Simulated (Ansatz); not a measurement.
A run of Ansatz (development build ahead of 0.2.0) on doublet CO(+) at this shape:

```xyz
2

C     0.0000    0.0000   -0.5834
O     0.0000    0.0000    0.4376
```

Its results:

```
Converged                       : yes
Reference energy                : -112.25551 hartree
Correlation energy              : -0.24405 hartree
Total energy                    : -112.49955 hartree
Spin squared of the determinant : 0.825
```

(1) Which input gives this output? Name the method, the orbitals and the basis set, and write the input.

## Answers

(1) UHF-MP2 in cc-pVDZ.

```yaml
crystal:
  periodic: [false, false, false]
  atoms:
    - { symbol: C, position_ang: [0.0, 0.0, -0.58344] }
    - { symbol: O, position_ang: [0.0, 0.0, 0.43758] }
basis:
  gaussian: { orbitals: cc-pVDZ }
total_charge: 1
magnetization:
  spin_polarized: true
  initial_magnetization: 1
hamiltonian:
  xc: hf
correlation:
  method: mp2
  frozen_orbitals: { C: 1, O: 1 }
```
